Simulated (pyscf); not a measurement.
Elementary routes open to HO–GaH–Cl (SMILES [OH][GaH][Cl]) in the gas phase (singlet surface):
A. HO–Ga (SMILES [OH][Ga]) [singlet] + HCl (SMILES Cl) (Cl–Ga, Ga–H broken; Cl–H formed)
B. Cl–Ga (SMILES [Cl][Ga]) [singlet] + H₂O (SMILES O) (Ga–O, Ga–H broken; H–O formed)

Single points on ωB97X-D3(BJ)/def2-SVP structures (PySCF, gas phase). MP2 and CC: frozen core, UHF for open shells. ΔMP2 is the change of the MP2 total energy from the triple- to the quadruple-zeta basis.

Q: Rank the routes by free-energy barrier at 1200 K, lowest first, for CCSD(T)/def2-TZVPP + ΔMP2(QZVPP) energies (ideal gas, 1 atm, RRHO with modes under 100 cm⁻¹ raised to 100, one conformer, R ln 2 for chiral ones without a mode under 150 cm⁻¹).

A: A (2.33 eV), B (2.42 eV)

Route A is the fastest of these, ahead of the next by 0.09 eV. The most stable products are those of B (ΔG = -0.89 eV), whose barrier is 0.09 eV higher: the kinetic and the thermodynamic product differ. At 298 K A is still the fastest. A: On the reactant side the descent ends in a point that may be a rotor saddle (no frequency run), 0.07 eV over the lowest minimum found and 2.57 eV under the saddle at ωB97X-D3(BJ)/def2-TZVP. B: On the product side the descent ends in a bound adduct (not fully relaxed), 0.44 eV under the separated species and 2.38 eV under the saddle at ωB97X-D3(BJ)/def2-TZVP. Only these routes are compared; each barrier is that of the saddle found, and lower ones may exist. The CCSD(T) − MP2 part came from Ansatz, without density fitting, on the same reference. The frozen core leaves the outer d or s,p core shells of the metals and heavy elements correlated in the MP2 and CC values, and def2-TZVPP describes them poorly, which can shift differences by a few kcal/mol. Elements up to Kr have no core potential and no relativistic terms here.
